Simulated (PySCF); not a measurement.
# C4H7FS: magnetic properties

What do calculations give for the magnetic properties of C4H7FS (`CSC1(F)CC1`)?

Computed with PySCF 2.14.0 and routines of our own; the level stands in each step. Atoms count from 0.

### 1 The starting structure

13 atoms, charge 0, multiplicity 1; geometry from: GFN2-xTB.

### 2 Magnetic properties: GIAO KT3/pcSseg-1

Job settings and geometry (Å):

```
{"job": {"kind": "mag", "xc": "KT3", "basis": "pcSseg-1", "isotopologues": 2}, "charge": 0, "multiplicity": 1}
C      2.111216     0.549394    -0.583400
S      1.097253     0.219425     0.890130
C     -0.286270    -0.578876     0.080665
F      0.048459    -1.801925    -0.434759
C     -1.293866     0.217423    -0.683825
C     -1.666634    -0.426232     0.624473
H      3.023209     1.021361    -0.234273
H      2.339297    -0.392068    -1.074016
H      1.573571     1.215202    -1.252141
H     -1.680029    -0.216125    -1.593983
H     -1.173235     1.289326    -0.712466
H     -1.794415     0.201280     1.491920
H     -2.302945    -1.297698     0.602699
```

Method: GIAO KT3/pcSseg-1 magnetisability, rotational g tensor and spin-rotation constants, non-relativistic, gas phase.

On the command line:

```sh
$ OMP_NUM_THREADS=1 python excited_run.py task.json out
```

One launch serves the whole session: the jobs run in the order shown.

Standard output:

```text
coarse grid: 11400 points
cycle   1  E = -660.9860477071  dE =  6.370e-01  |g| = 6.884e-01  |ddm| = 3.249e+00
cycle   2  E = -660.8487214706  dE =  1.373e-01  |g| = 1.135e+00  |ddm| = 1.452e+00
cycle   3  E = -661.0714033649  dE = -2.227e-01  |g| = 1.515e-01  |ddm| = 9.793e-01
cycle   4  E = -661.0762966682  dE = -4.893e-03  |g| = 3.755e-02  |ddm| = 1.829e-01
cycle   5  E = -661.0765780585  dE = -2.814e-04  |g| = 1.275e-02  |ddm| = 4.325e-02
cycle   6  E = -661.0766185600  dE = -4.050e-05  |g| = 3.234e-03  |ddm| = 1.936e-02
cycle   7  E = -661.0766212642  dE = -2.704e-06  |g| = 5.831e-04  |ddm| = 4.224e-03
final grid: 105792 points
cycle   8  E = -661.1410976225  dE = -1.898e-04  |g| = 2.281e-02  |ddm| = 4.789e-02
cycle   9  E = -661.1409169072  dE =  1.807e-04  |g| = 4.062e-02  |ddm| = 4.191e-02
cycle  10  E = -661.1411671231  dE = -2.502e-04  |g| = 2.314e-03  |ddm| = 3.008e-02
cycle  11  E = -661.1411678780  dE = -7.548e-07  |g| = 9.417e-04  |ddm| = 3.176e-03
cycle  12  E = -661.1411681120  dE = -2.341e-07  |g| = 1.807e-04  |ddm| = 1.252e-03
cycle  13  E = -661.1411681205  dE = -8.416e-09  |g| = 4.614e-05  |ddm| = 2.677e-04
cycle  14  E = -661.1411681210  dE = -5.086e-10  |g| = 1.673e-05  |ddm| = 6.097e-05
converged SCF energy = -661.1411681210

Magnetisability tensor (1e-30 J/T^2)
    -1113.73      -18.50        6.44
      -18.50    -1217.21      -90.42
        6.44      -90.42    -1119.33
isotropic -1150.09   principal values   -1272.09  -1117.06  -1061.11
isotropic susceptibility -69.260 1e-6 cm^3/mol

Inertial axes            a          b          c
rot. const./GHz      4.6318     2.2004     2.0151
chi total           -68.635    -75.154    -63.991
chi diamagnetic    -340.673   -643.046   -677.221
chi paramagnetic    272.038    567.892    613.230
quadrupole/D A        5.277     -3.941     -1.336
g nuclear            0.5716     0.5897     0.5710
g electronic        -0.5920    -0.5871    -0.5805
g total             -0.0204     0.0027    -0.0096

Spin-rotation constants (kHz, H = +C I.J)
atom  isotope        aa         bb         cc
  3    19F        2.558      1.419      1.954
  6     1H        0.097     -0.225     -0.220
  7     1H       -0.440      0.072     -0.216
  8     1H       -0.401     -0.219      0.018
  9     1H       -0.363     -0.143     -0.112
 10     1H       -0.416     -0.122     -0.125
 11     1H       -0.500     -0.012     -0.182
 12     1H       -0.038     -0.205     -0.197
  0    13C*       0.685      0.336      0.277
  1    33S*       0.822      0.671      0.721
  2    13C*       1.368      0.379      0.592
  4    13C*       0.602      0.210      0.417
* in the singly substituted isotopologue

Isotopologues: g along a, b, c
2H    at 6,7,8,9,10,11,    -0.0189     0.0025    -0.0083
13C   at 0                 -0.0204     0.0027    -0.0094
```

It took 17 s on 1 thread of AMD EPYC 9R14, shared host; peak memory 0.46 GiB.

From this job:

| quantity | value |
| --- | --- |
| magnetisability | -1150·10⁻³⁰ J/T² |
| molar susceptibility | -69.3·10⁻⁶ cm³/mol |
| rotational g (a, b, c) | -0.0204, 0.0027, -0.0096 |

### 3 Magnetic properties: GIAO wB97X/3-21G

Settings changed since step 2:

```diff
@@ -1,2 +1,2 @@
-{"job": {"kind": "mag", "xc": "KT3", "basis": "pcSseg-1", "isotopologues": 2}, "charge": 0, "multiplicity": 1}
+{"job": {"kind": "mag", "xc": "wB97X", "basis": "3-21G"}, "charge": 0, "multiplicity": 1}
 C      2.111216     0.549394    -0.583400
```

With the program's defaults for keys left out, this is: GIAO wB97X/3-21G magnetisability, rotational g tensor and spin-rotation constants, non-relativistic, gas phase.

Standard output:

```text
coarse grid: 11400 points
cycle   1  E = -651.0565389977  dE =  7.251e-01  |g| = 5.694e-01  |ddm| = 3.502e+00
cycle   2  E = -651.0795560443  dE = -2.302e-02  |g| = 5.741e-01  |ddm| = 1.186e+00
cycle   3  E = -651.1337665341  dE = -5.421e-02  |g| = 3.339e-02  |ddm| = 4.851e-01
cycle   4  E = -651.1340851100  dE = -3.186e-04  |g| = 2.105e-02  |ddm| = 7.059e-02
cycle   5  E = -651.1341911406  dE = -1.060e-04  |g| = 2.768e-03  |ddm| = 2.825e-02
cycle   6  E = -651.1341949838  dE = -3.843e-06  |g| = 6.766e-04  |ddm| = 8.606e-03
final grid: 105792 points
cycle   7  E = -651.1791790234  dE = -5.713e-05  |g| = 1.024e-02  |ddm| = 2.119e-02
cycle   8  E = -651.1791828655  dE = -3.842e-06  |g| = 1.008e-02  |ddm| = 1.545e-02
cycle   9  E = -651.1791977493  dE = -1.488e-05  |g| = 5.428e-04  |ddm| = 7.896e-03
cycle  10  E = -651.1791978303  dE = -8.098e-08  |g| = 2.721e-04  |ddm| = 8.900e-04
cycle  11  E = -651.1791978523  dE = -2.200e-08  |g| = 3.385e-05  |ddm| = 4.638e-04
cycle  12  E = -651.1791978529  dE = -6.057e-10  |g| = 1.291e-05  |ddm| = 9.963e-05
converged SCF energy = -651.1791978529

Magnetisability tensor (1e-30 J/T^2)
    -1222.40      -14.28      -10.86
      -14.28    -1284.05      -90.83
      -10.86      -90.83    -1188.67
isotropic -1231.70   principal values   -1341.61  -1219.77  -1133.73
isotropic susceptibility -74.175 1e-6 cm^3/mol

Inertial axes            a          b          c
rot. const./GHz      4.6318     2.2004     2.0151
chi total           -74.878    -79.265    -68.382
chi diamagnetic    -341.323   -643.304   -677.733
chi paramagnetic    266.445    564.039    609.351
quadrupole/D A        5.577     -4.307     -1.270
g nuclear            0.5716     0.5897     0.5710
g electronic        -0.5798    -0.5831    -0.5769
g total             -0.0082     0.0067    -0.0059

Spin-rotation constants (kHz, H = +C I.J)
atom  isotope        aa         bb         cc
  3    19F        0.675      1.190      1.088
  6     1H        0.022     -0.252     -0.243
  7     1H       -0.516      0.040     -0.241
  8     1H       -0.480     -0.246     -0.008
  9     1H       -0.415     -0.160     -0.137
 10     1H       -0.463     -0.141     -0.144
 11     1H       -0.532     -0.032     -0.205
 12     1H       -0.105     -0.216     -0.215
  0    13C*       0.424      0.225      0.181
  1    33S*       0.576      0.523      0.592
  2    13C*       1.032      0.271      0.448
  4    13C*       0.374      0.129      0.317
* in the singly substituted isotopologue
```

Wall time 5.9 s (1 thread of AMD EPYC 9R14, shared host); peak memory 0.54 GiB.

In short:

| quantity | value |
| --- | --- |
| magnetisability | -1232·10⁻³⁰ J/T² |
| molar susceptibility | -74.2·10⁻⁶ cm³/mol |
| rotational g (a, b, c) | -0.0082, 0.0067, -0.0059 |

### 4 Magnetic properties: GIAO LDA/3-21G

Settings changed since step 3:

```diff
@@ -1,2 +1,2 @@
-{"job": {"kind": "mag", "xc": "wB97X", "basis": "3-21G"}, "charge": 0, "multiplicity": 1}
+{"job": {"kind": "mag", "xc": "LDA", "basis": "3-21G"}, "charge": 0, "multiplicity": 1}
 C      2.111216     0.549394    -0.583400
```

Method: GIAO LDA/3-21G magnetisability, rotational g tensor and spin-rotation constants, non-relativistic, gas phase.

Standard output:

```text
coarse grid: 11400 points
cycle   1  E = -647.6474430605  dE =  2.913e-01  |g| = 5.666e-01  |ddm| = 3.678e+00
cycle   2  E = -647.5441837403  dE =  1.033e-01  |g| = 9.458e-01  |ddm| = 1.456e+00
cycle   3  E = -647.7146538286  dE = -1.705e-01  |g| = 1.127e-01  |ddm| = 8.906e-01
cycle   4  E = -647.7177311922  dE = -3.077e-03  |g| = 2.915e-02  |ddm| = 1.875e-01
cycle   5  E = -647.7178808174  dE = -1.496e-04  |g| = 1.216e-02  |ddm| = 5.291e-02
cycle   6  E = -647.7179185145  dE = -3.770e-05  |g| = 1.622e-03  |ddm| = 1.873e-02
cycle   7  E = -647.7179189466  dE = -4.321e-07  |g| = 8.310e-04  |ddm| = 3.621e-03
final grid: 105792 points
cycle   8  E = -647.7952011317  dE = -1.750e-05  |g| = 2.365e-03  |ddm| = 1.710e-02
cycle   9  E = -647.7951994984  dE =  1.633e-06  |g| = 3.907e-03  |ddm| = 6.146e-03
cycle  10  E = -647.7952022092  dE = -2.711e-06  |g| = 4.324e-04  |ddm| = 4.580e-03
cycle  11  E = -647.7952022412  dE = -3.201e-08  |g| = 1.365e-04  |ddm| = 7.407e-04
cycle  12  E = -647.7952022456  dE = -4.395e-09  |g| = 3.088e-05  |ddm| = 1.755e-04
cycle  13  E = -647.7952022459  dE = -2.661e-10  |g| = 7.388e-06  |ddm| = 5.775e-05
converged SCF energy = -647.7952022459

Magnetisability tensor (1e-30 J/T^2)
    -1182.95       -8.57      -14.30
       -8.57    -1250.78      -93.48
      -14.30      -93.48    -1155.28
isotropic -1196.33   principal values   -1309.72  -1181.93  -1097.35
isotropic susceptibility -72.045 1e-6 cm^3/mol

Inertial axes            a          b          c
rot. const./GHz      4.6318     2.2004     2.0151
chi total           -72.366    -77.456    -66.313
chi diamagnetic    -340.837   -643.166   -677.258
chi paramagnetic    268.471    565.710    610.945
quadrupole/D A        5.373     -3.919     -1.454
g nuclear            0.5716     0.5897     0.5710
g electronic        -0.5842    -0.5848    -0.5784
g total             -0.0126     0.0049    -0.0074

Spin-rotation constants (kHz, H = +C I.J)
atom  isotope        aa         bb         cc
  3    19F        1.363      1.728      1.347
  6     1H        0.042     -0.248     -0.240
  7     1H       -0.497      0.045     -0.235
  8     1H       -0.461     -0.241     -0.002
  9     1H       -0.407     -0.154     -0.132
 10     1H       -0.449     -0.134     -0.137
 11     1H       -0.523     -0.023     -0.197
 12     1H       -0.089     -0.213     -0.214
  0    13C*       0.486      0.247      0.196
  1    33S*       0.681      0.568      0.626
  2    13C*       1.122      0.322      0.497
  4    13C*       0.420      0.149      0.339
* in the singly substituted isotopologue
```

Run time: 4.5 s. Hardware: 1 thread of AMD EPYC 9R14, shared host; peak memory 0.45 GiB.

From this job:

| quantity | value |
| --- | --- |
| magnetisability | -1196·10⁻³⁰ J/T² |
| molar susceptibility | -72.0·10⁻⁶ cm³/mol |
| rotational g (a, b, c) | -0.0126, 0.0049, -0.0074 |

### 5 Magnetic properties side by side

| level | ξ (10⁻³⁰ J/T²) | g(a) | g(b) | gap (eV) | functions | time |
| --- | --- | --- | --- | --- | --- | --- |
| GIAO KT3/pcSseg-1 | -1150 | -0.0204 | 0.0027 | 5.40 | 144 | 17 s |
| GIAO wB97X/3-21G | -1232 | -0.0082 | 0.0067 | 12.90 | 72 | 5.9 s |
| GIAO LDA/3-21G | -1196 | -0.0126 | 0.0049 | 5.84 | 72 | 4.5 s |

### 6 What came out

| quantity | value |
| --- | --- |
| magnetisability (step 2, GIAO KT3/pcSseg-1) | -1150·10⁻³⁰ J/T² |
| molar susceptibility (step 2, GIAO KT3/pcSseg-1) | -69.3·10⁻⁶ cm³/mol |
| rotational g (a, b, c) (step 2, GIAO KT3/pcSseg-1) | -0.0204, 0.0027, -0.0096 |
| magnetisability over the levels | -1232 to -1150·10⁻³⁰ J/T² |

The magnetisability spreads by 6.8 % over 3 levels, from GIAO wB97X/3-21G (5.9 s) to GIAO KT3/pcSseg-1 (17 s); the runs took 4.5 s to 17 s. Vibrational averaging and real surroundings are missing from these values.
